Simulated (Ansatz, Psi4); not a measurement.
Molecule: H₇SiN₃O (charge 0, singlet). SMILES: [Si](N)(N)(O)N
Structure (B3LYP-D3(BJ)/def2-TZVP (Ansatz, a program for electronic structure) minimum search):
```xyz
12

N     -0.8475     1.3838    -0.5632
Si    -0.0011     0.0044    -0.0139
N     -1.1967    -1.1833     0.2732
N      0.9196    -0.0129     1.4433
O      1.1050    -0.1937    -1.2296
H     -1.6142     1.7785    -0.0458
H     -0.3994     2.0570    -1.1619
H     -0.9787    -2.0404     0.7541
H     -1.9672    -1.2921    -0.3655
H      1.7672     0.5298     1.5030
H      0.4419    -0.0250     2.3311
H      1.7983    -0.8347    -1.0569
```
Charge 0, spin multiplicity 1.

MP2/6-31G* beside other levels, property by property. Set-up: 6-31G* and kin with 6d, 5d where marked; open shells spin-unrestricted; atomisation electronic, to ground-state atoms; each state is the SCF solution reached for its charge and spin; 6-311+G** with 5d, 6d on Na to Ar in Ansatz; valence correlation only; no dispersion term unless named; spin-orbit terms left out; non-relativistic. CBS marks a two-point X^-3 extrapolation of the correlation energy; Hartree-Fock from the larger set. The bracket is a focal-point correction in the basis named. Ab initio and DFT rows: single points at B3LYP-D3(BJ) geometries (Ansatz), with unscaled harmonic terms from B3LYP/6-31G* (Ansatz) at its own minima, enthalpies of formation by atomisation with measured atoms. Levels can end on unlike triplets.

Coupled cluster (Ansatz) is a level with limits of its own, used here on species with T1 under 0.025 (0.045 for open shells) and stable references: (a) RI-MP2/CBS(aug-cc-pV(T+d)Z,aug-cc-pV(Q+d)Z)+[CCSD(T)-MP2]/aug-cc-pV(T+d)Z; (b) CCSD(T)/CBS(aug-cc-pV(T+d)Z,aug-cc-pV(Q+d)Z); (c) CCSD(T)/CBS(cc-pV(T+d)Z,cc-pV(Q+d)Z).

```csv
property,MP2/6-31G* (Ansatz),B3LYP/6-311+G** (Ansatz),wB97X-D/6-31G* (Psi4),PBE/def2-TZVPD (Ansatz),to compare with
"O-Si bond dissociation enthalpy at 298 K, to N[Si](N)N + [OH] (HO) (kcal/mol)",135.3,122.2,130.9,127.6,137.9 coupled cluster (b)
enthalpy of formation at 298 K (kcal/mol),-12.9,-120.9,-106.8,-154.7,-149.0 coupled cluster (b)
"H-N bond dissociation enthalpy at 298 K, to [NH][Si](N)(N)O + H atom (kcal/mol)",102.8,107.5,107.7,104.9,112.5 coupled cluster (c)
"N-Si bond dissociation enthalpy at 298 K, to [NH2] (NH2) + N[Si](N)O (kcal/mol)",112.1,103.3,111.4,105.4,115.7 coupled cluster (c)
"proton affinity at N (heteroatom site), enthalpy at 298 K, to N[Si](N)([NH3+])O (kcal/mol)",228.9,223.1,231.7,222.3,222.6 coupled cluster (c)
"H-O bond dissociation enthalpy at 298 K, to N[Si](N)(N)[O] + H atom (kcal/mol)",111.7,110.6,110.1,105.6,120.7 coupled cluster (c)
atomisation energy (kcal/mol),930.3,1038.3,1024.1,1072.0,1066.4 coupled cluster (b)
"vertical triplet-singlet gap, E(triplet) - E(singlet) (eV)",7.38,5.41,7.33,4.97,6.02 coupled cluster (a)
```

As the rows show:
- O-Si bond dissociation enthalpy at 298 K, to N[Si](N)N + [OH] (HO): MP2/6-31G* lies 2.6 kcal/mol below coupled cluster.
- enthalpy of formation at 298 K: MP2/6-31G* lies 136.1 kcal/mol above coupled cluster.
- H-N bond dissociation enthalpy at 298 K, to [NH][Si](N)(N)O + H atom: MP2/6-31G* lies 9.7 kcal/mol below coupled cluster.
- N-Si bond dissociation enthalpy at 298 K, to [NH2] (NH2) + N[Si](N)O: MP2/6-31G* lies 3.6 kcal/mol below coupled cluster.
- proton affinity at N (heteroatom site), enthalpy at 298 K, to N[Si](N)([NH3+])O: MP2/6-31G* lies 6.3 kcal/mol above coupled cluster.
- H-O bond dissociation enthalpy at 298 K, to N[Si](N)(N)[O] + H atom: MP2/6-31G* lies 9.0 kcal/mol below coupled cluster.
- atomisation energy: MP2/6-31G* lies 136.1 kcal/mol below coupled cluster.
- vertical triplet-singlet gap, E(triplet) - E(singlet): MP2/6-31G* lies 1.36 eV above coupled cluster.

The properties are those with a value to compare with, at most eight drawn at random. No case is left out for the size of its miss. Left out are saddle points of the reference geometry, anions that the best level run finds unbound, excited spin states, species near biochemistry, 298 K rows of species without real B3LYP wavenumbers, cases with under five habitual levels, runs that failed or that the program found above a lower state of the same kind, table entries that another table contradicts, and a share of species set aside by lot.
